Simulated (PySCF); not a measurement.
Species: C₃H₉OP.
Bonds: C1–P2, P2–C3, P2–C4, P2–O5 (double). Hydrogens: H6, H7, H8 on C1; H9, H10, H11 on C3; H12, H13, H14 on C4.

Computed, not measured: PBE0-D3(BJ)/def2-SVP geometry optimisation, gas phase in PySCF 2.14.0.

(1) Give the optimised bond lengths and angles.

Results:

(1) 
```json
{"bond": "C1–P2, P2–C3, P2–C4", "length (Å)": "1.819", "order": "single"}
{"bond": "P2=O5", "length (Å)": "1.497", "order": "double"}
{"bond": "C1–H6 and 8 like bonds", "length (Å)": "1.100", "order": "single"}
```

Bonds in one row agree within 0.01 Å and their mean is given. Orders are formal, as drawn. A selection of angles:
```json
{"angle": "P2–C1–H6", "degrees": "112.5"}
{"angle": "P2–C1–H7", "degrees": "108.2"}
{"angle": "P2–C1–H8", "degrees": "108.7"}
{"angle": "H6–C1–H7", "degrees": "109.5"}
{"angle": "H7–C1–H8", "degrees": "108.1"}
{"angle": "C1–P2–C3", "degrees": "104.8"}
{"angle": "C1–P2–O5", "degrees": "113.8"}
{"angle": "P2–C3–H10", "degrees": "112.4"}
```

All 3 C–P bonds measure 1.819 Å. P2 (phosphoryl phosphorus) is distorted tetrahedral (angles from 104.6° to 114.0°).

Point group: near C3v, missed by 0.11 Å at most; the miss may be what the optimiser left on a soft mode (C3 holds within 0.08 Å). Stationary, but not proved a minimum.

The run took 31 s on an AMD EPYC 7B13 with one thread, shared host with 96 logical CPUs at a one-minute load of 22, and the process peaked at 0.49 GiB of memory. That covers the optimisation of the geometry.
